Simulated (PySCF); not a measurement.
# Working out the electron affinity of Cl

Cl⁻ [Ar] (1S) → Cl [Ne] 3s2 3p5 (2P). Calculation: PySCF 2.14, in aug-cc-pwCVTZ (8s7p5d3f, 75 functions); the non-relativistic Hamiltonian (point nucleus). Frozen: 1s2. Energies in hartree (1 hartree = 27.21139 eV):

```csv
part,Cl⁻ (lower),Cl (upper)
UHF,-459.573496,-459.486237
CCSD correlation,-0.497319,-0.459327
(T),-0.012522,-0.008977
```

Question: What does Hartree-Fock give?

Answer: (-459.486237) − (-459.573496) = 0.087259 hartree = 2.374 eV.

Question: What do CCSD and CCSD(T) give?

Answer: The CCSD correlation energies differ by 0.037992 hartree = 1.034 eV and the triples by 0.003545 hartree = 0.096 eV, so CCSD gives 3.408 eV and CCSD(T) 3.504 eV.

A first-order spin-orbit estimate adds -0.034 eV to CCSD(T) (valence and next inner shell), giving 3.470 eV against 3.613 eV (measured; photodetachment measurements, as compiled on the Wikipedia data page of electron affinities).

What remains against the reference includes basis incompleteness, the frozen core and higher excitations.
